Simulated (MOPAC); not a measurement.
MOPAC input (AM1):

```
AM1 1SCF UHF MS=0.5 GEO-OK AUX(PRECISION=9) THREADS=1
C2H3O

O     1.08859700 1    0.24944300 1   -0.42728400 1
C     0.04658500 1    0.36233700 1    0.22026600 1
H    -0.09898000 1    1.22977900 1    0.88845600 1
C    -1.01080800 1   -0.58309000 1    0.15833000 1
H    -1.91279600 1   -0.45200400 1    0.74149300 1
H    -0.91166100 1   -1.44880100 1   -0.48325300 1
```

From the output:

```
                                                       MOPAC v23.2.5 Linux

          FINAL HEAT OF FORMATION =         -6.82343 KCAL/MOL =     -28.54924 KJ/MOL

          COSMO AREA              =         79.64 SQUARE ANGSTROMS
          COSMO VOLUME            =         61.29 CUBIC ANGSTROMS

          IONIZATION POTENTIAL    =         10.674789 EV
          ALPHA SOMO LUMO (EV)    =        -10.675  1.030
          BETA  SOMO LUMO (EV)    =        -10.827 -0.787
          NO. OF ALPHA ELECTRONS  =          9
          NO. OF BETA  ELECTRONS  =          8
          MOLECULAR WEIGHT        =         43.0451         POINT GROUP:  Cs

          MOLECULAR DIMENSIONS (Angstroms)

            Atom       Atom       Distance
            H     5    O     1     3.29643
            H     6    H     3     3.00642
            O     1    C     2     0.00000

          SCF CALCULATIONS        =          1

   ATOM   CHEMICAL          X               Y               Z
  NUMBER   SYMBOL      (ANGSTROMS)     (ANGSTROMS)     (ANGSTROMS)

     1       O          1.08859700  *   0.24944300  *  -0.42728400  *
     2       C          0.04658500  *   0.36233700  *   0.22026600  *
     3       H         -0.09898000  *   1.22977900  *   0.88845600  *
     4       C         -1.01080800  *  -0.58309000  *   0.15833000  *
     5       H         -1.91279600  *  -0.45200400  *   0.74149300  *
     6       H         -0.91166100  *  -1.44880100  *  -0.48325300  *

                             CARTESIAN COORDINATES

   1    O        1.088597000     0.249443000    -0.427284000
   2    C        0.046585000     0.362337000     0.220266000
   3    H       -0.098980000     1.229779000     0.888456000
   4    C       -1.010808000    -0.583090000     0.158330000
   5    H       -1.912796000    -0.452004000     0.741493000
   6    H       -0.911661000    -1.448801000    -0.483253000

           Empirical Formula: C2 H3 O  =     6 atoms

      MOLECULAR POINT GROUP   :   Cs

          ALPHA EIGENVALUES
 -39.59255 -31.30504 -22.28297 -17.54621 -16.18896 -15.35290 -13.94814 -11.07558
 -10.67479   1.02952   3.16153   3.73035   4.14725   4.47823   6.19388

           BETA EIGENVALUES
 -39.02329 -30.05045 -21.84061 -17.37951 -15.93661 -14.17429 -13.72422 -10.82681
  -0.78724   2.13689   3.37171   4.06145   4.50286   4.75896   6.32034

              NET ATOMIC CHARGES AND DIPOLE CONTRIBUTIONS

  ATOM NO.   TYPE          CHARGE      No. of ELECS.   s-Pop       p-Pop
    1          O          -0.261971        6.2620     1.91077     4.35120
    2          C           0.156595        3.8434     1.23354     2.60987
    3          H           0.087488        0.9125     0.91251
    4          C          -0.244081        4.2441     1.29106     2.95302
    5          H           0.127270        0.8727     0.87273
    6          H           0.134698        0.8653     0.86530
 DIPOLE           X         Y         Z       TOTAL
 POINT-CHG.    -1.950    -0.055     1.032     2.207
 HYBRID        -0.322    -0.044     0.147     0.357
 SUM           -2.273    -0.099     1.178     2.562

          ATOMIC ORBITAL ELECTRON POPULATIONS

     Atom    s        px        py        pz
    1  O   1.91077   1.25359   1.74571   1.35191
    2  C   1.23354   0.86660   0.89813   0.84514
    3  H   0.91251
    4  C   1.29106   0.98241   0.98944   0.98118
    5  H   0.87273
    6  H   0.86530

                    (SZ)    =    0.500000
                    (S**2)  =    0.790461

          ATOMIC ORBITAL SPIN POPULATIONS

    Atom   Total    s     px     py     pz
         Atomic
    1  O  0.2829  0.003  0.051  0.069  0.160
    2  C -0.2153 -0.017 -0.048 -0.061 -0.090
    3  H  0.0042  0.004
    4  C  1.0324  0.056  0.191  0.267  0.519
    5  H -0.0526 -0.053
    6  H -0.0516 -0.052

 **********************
 *                    *
 * JOB ENDED NORMALLY *
 *                    *
 **********************

 == MOPAC DONE ==
```

The geometry given is a B3LYP-D3(BJ)/def2-TZVP minimum.
